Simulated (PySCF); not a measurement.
## PH5, singlet: structure and spectrum

These are results of BP86/[P def2-TZVP, H def2-TZVP], no relativity, density fitting, PySCF, not measurements.

The structure is a minimum.

```xyz
6
charge 0 multiplicity 1, angstrom
P     0.0000    0.0000    0.0000
H     0.0000    0.0000    1.4924
H     0.0000    0.0000   -1.4924
H     1.4397    0.0000    0.0000
H    -0.7198    1.2468    0.0000
H    -0.7198   -1.2468    0.0000
```

```json
{
 "Point group": "D3h",
 "Bond lengths": "P–H 1.440 Å (×3), P–H 1.492 Å (×2)",
 "Bond angles": "H–P–H 90.0° (×6), H–P–H 120.0° (×3), H–P–H 180.0°",
 "Zero-point energy": "105.5 kJ/mol",
 "Dipole moment": "0.00 D",
 "Highest occupied level": "-5.17 eV",
 "Enthalpy at 298.15 K above 0 K": "11.44 kJ/mol",
 "Atomisation energy without zero-point energy": "1355 kJ/mol",
 "Principal quadrupole moments (Buckingham, traceless) about the centre of mass": "-4.26, 2.13, 2.13 D Å",
 "Principal polarisabilities": "28.0, 28.0, 39.3 bohr³",
 "Lowest empty level": "-0.66 eV",
 "Entropy at 298.15 K and 1 bar": "218.8 J/(mol K)",
 "Rotational symmetry number": "6",
 "Heat capacity Cp at 298.15 K": "48.3 J/(mol K)",
 "Rotational constants": "2.69, 2.211, 2.211 cm⁻¹"
}
```

Harmonic modes (masses in u: P 30.974, H 1.008):
```
symmetry  ω (cm⁻¹)  IR (km/mol, summed over degenerate members)  μ (u)
      e'       461                                         16.4   1.02
    a2''      1145                                          180   1.11
      e'      1209                                          273   1.09
     e''      1404                                          0.0   1.01
     a1'      1795                                          0.0   1.01
    a2''      1888                                          863   1.06
     a1'      2216                                          0.0   1.01
      e'      2223                                          187   1.05
```

In D3h the vibrations span 3e' + 2a2'' + e'' + 2a1'. The a1', e'' modes carry no infrared intensity, as symmetry demands.

Charges (e):
| atom | Mulliken | Löwdin | polar tensor | Mayer order to P1 |
| --- | --- | --- | --- | --- |
| P1 | -0.08 | 0.16 | 1.21 | – |
| H2,3 | -0.05 | -0.08 | -0.38 | 0.83 |
| H4,5,6 | 0.06 | 0.00 | -0.15 | 0.91 |

Mulliken populations on P1: s 5.49, p 9.11, d 0.47, f 0.02.

Outer orbital energies (eV). occupied: -16.97, -10.48, -10.48, -9.98, -5.17; empty: -0.66, -0.14, -0.14, 2.55.

Counting electrons, phosphorus keeps none of its valence electrons outside its bonds, so the VSEPR class is AX5 and the expected shape is trigonal bipyramidal (D3h), as computed.

The final relaxation and frequency run took 14 s on 2 threads of a shared Arm Neoverse V1 host, with 67 basis functions and 10 gradients; the process peaked at 1 GiB. Launch command: `OMP_NUM_THREADS=2 python axn.py task.json out`.
